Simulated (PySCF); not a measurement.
# Which basis set comes closest?

Molecule: SMILES O=P(O)(O)O, H3O4P.

Atom-mapped SMILES (the numbers label the heavy atoms): `[O:1]=[P:2]([OH:3])([OH:4])[OH:5]`. Each H is labelled by its parent atom.

Geometry PBE0-D3(BJ)/def2-SVP throughout; GIAO in PySCF 2.14.0 with density-fitted response routines, gas phase, one conformer, non-relativistic; equivalent atoms averaged; functional PBE0.

Reference values (measured; liquid; Jackowski, Wilczek, Molecules 2024, 29, 2617): σ(P2) = 328.4 ppm.

Task: How do the basis sets STO-3G, 6-31G, pcSseg-0, 6-31G*, def2-SVP, cc-pVDZ, pcSseg-1, aug-cc-pVDZ, 6-311+G(2d,p), def2-TZVP, cc-pVTZ, IGLO-III, pcSseg-2 perform against the reference? Times are CPU seconds on shared hosts with different chips, so compare them loosely.

Result: 
```csv
basis set,functions,P2,abs. error P,core-s
STO-3G,32,552.2,223.8,1.7
6-31G,55,364.0,35.6,3.2
pcSseg-0,55,281.1,47.3,4.5
6-31G*,80,376.0,47.6,4.3
def2-SVP,89,385.7,57.3,4.3
cc-pVDZ,89,389.2,60.8,7.8
pcSseg-1,107,310.1,18.3,5.7
aug-cc-pVDZ,146,371.9,43.5,16
"6-311+G(2d,p)",161,296.8,31.6,10
def2-TZVP,179,280.7,47.7,12
cc-pVTZ,196,319.6,8.8,24
IGLO-III,214,306.6,21.8,24
pcSseg-2,229,296.6,31.8,25
```

For ³¹P the closest is cc-pVTZ (8.8 ppm) and the furthest STO-3G (223.8 ppm). Where a smaller basis beats a larger one, errors probably cancel; the largest sets show where the functional converges. One molecule is a small sample, and vibrational and solvent effects are absent from the calculation.

A small basis that lands close on one nucleus may do so by chance; judge by the trend and by all nuclei.
